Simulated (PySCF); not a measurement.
C4H7FO.
Atom-mapped SMILES: `[CH3:1][O:2]/[CH:3]=[C:4](\[CH3:5])[F:6]` (hydrogens: H7, H8, H9 on C1; H10 on C3; H11, H12, H13 on C5)

Computed, not measured: PBE0-D3(BJ)/def2-SVP geometry optimisation, gas phase (PySCF 2.14.0).

(1) Give the optimised bond lengths and angles.

## Answers

(1) 
| bond | length (Å) | order |
| --- | --- | --- |
| C1–O2 | 1.402 | single |
| O2–C3 | 1.354 | single |
| C3=C4 | 1.336 | double |
| C4–C5 | 1.480 | single |
| C4–F6 | 1.343 | single |
| C1–H7, C1–H8, C1–H9 | 1.103 | single |
| C3–H10 | 1.098 | single |
| C5–H11, C5–H12, C5–H13 | 1.100 | single |

Bonds in one row agree within 0.01 Å and their mean is given. Orders are formal, as drawn. A selection of angles:
| angle | degrees |
| --- | --- |
| O2–C1–H7 | 107.4 |
| O2–C1–H8 | 111.5 |
| H7–C1–H8 | 108.6 |
| H8–C1–H9 | 108.4 |
| C1–O2–C3 | 114.9 |
| O2–C3–C4 | 121.6 |
| O2–C3–H10 | 117.8 |
| C4–C3–H10 | 120.5 |
| C3–C4–C5 | 127.2 |
| C3–C4–F6 | 118.1 |
| C5–C4–F6 | 114.6 |
| C4–C5–H11 | 109.8 |
| C4–C5–H13 | 111.0 |
| H11–C5–H12 | 109.2 |
| H12–C5–H13 | 107.4 |

Dihedral angles: C1–O2–C3–C4 146° (anticlinal); O2–C3–C4–C5 -3° (synperiplanar). The mirror-image conformer, all signs reversed, is as good.

The 2 C–O bonds span 1.354 Å (O2–C3, drawn single) to 1.402 Å (C1–O2, drawn single), a spread of 0.048 Å. Of the pairs four or more bonds apart, O2···H11 is among the closest relative to their van der Waals radii: 2.53 Å, 93 % of the sum of Bondi's values. The C–C distances run from 1.336 Å (C3=C4, drawn double) to 1.480 Å (C4–C5, drawn single), a spread of 0.144 Å.

Point group: C1 (no symmetry element, even within 0.4 Å). Whether it is a minimum is left open (no frequencies). The numbers are those of one conformer.
